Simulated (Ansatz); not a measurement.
Geometry optimisation, RKS PBE-D4/def2-SVP (Ansatz 0.2.0).

The input (input.yaml):

```yaml
crystal:
  periodic: [false, false, false]
  atoms:
    - { symbol: B, position_ang: [0.068707, -0.488384, -0.383541] }
    - { symbol: H, position_ang: [-0.19232, 0.087624, 1.92666] }
    - { symbol: H, position_ang: [1.034121, 0.250762, -0.482606] }
    - { symbol: C, position_ang: [-1.378689, -0.072723, -0.811092] }
    - { symbol: H, position_ang: [-2.170108, -0.778872, -0.489269] }
    - { symbol: H, position_ang: [-1.631046, 0.950561, -0.462266] }
    - { symbol: H, position_ang: [-1.398564, -0.017717, -1.923978] }
    - { symbol: F, position_ang: [0.314936, -1.733815, 0.026086] }
    - { symbol: H, position_ang: [-0.015737, -0.600036, 1.799706] }
basis:
  gaussian: { orbitals: def2-SVP }
hamiltonian:
  xc: pbe
  dispersion: d4
relax:
  f_tol: 0.03
  max_steps: 50
```

Run as:

```bash
$ ansatz run input.yaml --threads 1 --pin off --max-ram 2048MiB --backend cpu --events-out ev --progress --plain --runs-dir out
```

**Question.** Where does it end, and by what steps?

**Answer.** The forces met the threshold. The force dipped under the threshold on the way, but the program's further checks kept it going. After 20 steps the energy has fallen by 0.154 eV; H2 moved furthest, 0.78 Å.

```csv
step,energy less start (eV),largest force component (eV/Å),accepted
0,0.0000,1.800,yes
1,-0.1161,0.403,yes
2,-0.1272,0.668,yes
3,-0.1475,0.343,yes
4,-0.1493,0.160,yes
5,-0.1507,0.038,yes
6,-0.1512,0.049,yes
7,-0.1515,0.053,yes
8,-0.1523,0.057,yes
9,-0.1527,0.071,yes
10,-0.1503,0.191,no
11,-0.1532,0.026,yes
12,-0.1535,0.048,yes
13,-0.1536,0.058,yes
14,-0.1537,0.056,yes
15,-0.1539,0.051,yes
16,-0.1535,0.105,no
17,-0.1540,0.024,yes
18,-0.1541,0.046,yes
19,-0.1542,0.030,yes
20,-0.1543,0.023,yes
```

```xyz
9
Properties=species:S:1:pos:R:3
B 0.083 -0.533 -0.664
H -0.210 0.139 2.707
H 1.064 0.132 -0.967
C -1.385 -0.101 -0.980
H -2.153 -0.841 -0.680
H -1.593 0.863 -0.463
H -1.492 0.125 -2.063
F 0.334 -1.683 -0.023
H -0.017 -0.503 2.333
```

Whether the end is a true minimum wasn't checked by a vibrational analysis.

The run took 18 s on 1 thread of Intel(R) Xeon(R) 6975P-C (Granite Rapids), on a shared host, peak memory 0.15 GiB.
